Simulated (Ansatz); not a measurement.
Ansatz (an electronic-structure program) input (PBE0/6-31G**): A basis named .json is the Basis Set Exchange file of that set (core-valence sets with the plain set on hydrogen).

Ansatz 0.2 input:
```yaml
crystal:
  periodic: [false, false, false]
  atoms:
    - {symbol: Cl, position_ang: [-0.00000000, -0.00000000, -1.00677069]}
    - {symbol: Cl, position_ang: [0.00000000, 0.00000000, 1.00677069]}
basis:
  gaussian:
    orbitals: 6-31G__.json
hamiltonian:
  xc: {name: PBE0}
magnetization: {spin_polarized: false}
```

Output:

```
Functional definition: PBE0
integrals: 0.01 GiB planned
335 factors; integrals over basis functions are off by at most 3.5e-4 eV
mean field: 0.08 GiB planned
mean field evaluation 1: about -25034.8002 eV, gradient 7.3e0 eV
mean field evaluation 2: about -25034.8760 eV, gradient 4.7e0 eV
mean field evaluation 4: about -25034.9269 eV, gradient 1.3e-1 eV
mean field evaluation 8: about -25034.9379 eV, gradient 5.2e-4 eV
mean field -25034.93787873 eV, -920.0169977529 hartree, gradient 1.8e-5 eV, S^2 0.000000; 0 other end points of the search recorded, 0 dependent functions left out
reference -25034.93789246 eV, -920.0169982574 hartree; 17, 17 occupied and 21, 21 virtual orbitals, 335 factors
Total energy: -25034.93789246 eV, -920.0169982574 hartree
```
